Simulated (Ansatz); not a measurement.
C3H8N2 can be A, `N[C@H]1C[C@@H]1N`, or B, `C/N=C/NC`.

Computed with Ansatz on PBE0-D4/def2-TZVP structures; ΔE is electronic, products minus reactants. CCSD(T)/CBS adds triple-zeta CCSD(T) − MP2 to the extrapolated MP2 energy (def2 sets, frozen cores). DFT in def2-TZVPP. B3LYP here is the variant with VWN-RPA as its local correlation; programs differ in this. Each species was taken in one conformer, which may not be the lowest.

Task: Which isomer does CCSD(T)/CBS put lower? Give the gap. (Estimate.)

Result: Ansatz gave: B, by 12.3 kcal/mol.

Task: Give E(B) − E(A) in kcal/mol with r2SCAN-D4, B3LYP, B3LYP-D4, PBE-D4, CCSD(T)/def2-TZVPP, HF/def2-TZVPP, PBE0-D4. (Best estimate.)

Result: Ansatz gave: r2SCAN-D4 -14.6, B3LYP -18.0, B3LYP-D4 -17.6, PBE-D4 -14.7, CCSD(T)/def2-TZVPP -13.0, HF/def2-TZVPP -16.8, PBE0-D4 -11.6. None reverses the order clearly.

Largest T1 diagnostic: 0.012.

In def2-TZVPP, CCSD(T) changes the Hartree–Fock value by +3.7 kcal/mol (the triples alone add −0.7 kcal/mol) and MP2 by +5.4 kcal/mol. From PBE to PBE0 (25 % exact exchange), in def2-TZVPP and without D4, E(B) − E(A) moves by +3.1 kcal/mol.
